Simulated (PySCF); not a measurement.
Stepwise substitution at one centre (Si SH-H). Isolated molecules, 0 K electronic values unless said otherwise. One relaxed conformer stands for each flexible species; it need not be the lowest. Strings in code marks are SMILES.

Quantity: redistribution energy (mixed species minus the weighted end members), in kcal/mol.

A: 1 of 4 SH replaced by H: `S[SiH](S)S`
B: 3 of 4 SH replaced by H: `S[SiH3]`
C: 2 of 4 SH replaced by H: `S[SiH2]S` (H–S–Si–S torsion 56°, S–Si–S–H torsion 56°)

Problem. Order them by redistribution energy (mixed species minus the weighted end members) (lowest first) at the level PBE0-D3(BJ)/def2-TZVP (PySCF).

Solution. C (1.32 kcal/mol), A (1.73 kcal/mol), B (2.09 kcal/mol)
